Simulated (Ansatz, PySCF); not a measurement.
This triplet is an excited state, 0.87 eV above the relaxed singlet at the level frozen-core CCSD(T)/cc-pVTZ // B3LYP-D3(BJ)/def2-TZVP (Ansatz, an electronic-structure program).

B3LYP has the VWN-RPA correlation part, as in Gaussian. 

## C₂H₃F, SMILES `C[C]F` (excited triplet) (charge 0, multiplicity 3)

Computed with B3LYP-D3(BJ)/def2-TZVP (PySCF 2.14.0).

```
Quantity                                                Value
-----------------------------  ------------------------------
highest occupied spin orbital                        -5.37 eV
dipole moment                                       0.345 e·Å
total energy                                     -177.7959 Ha
cost                           around 40 core-seconds (rough)
```

Bonded distances (Å): C1–C2 1.476, C1–H4 1.090, C1–H5 1.098, C1–H6 1.098, C2–F3 1.326. Angles (°): C2–C1–H4 109.1, C2–C1–H5 111.5, C2–C1–H6 111.5, H4–C1–H5 108.2, H4–C1–H6 108.2, H5–C1–H6 108.4, C1–C2–F3 123.1.
Charge 0, spin multiplicity 3.
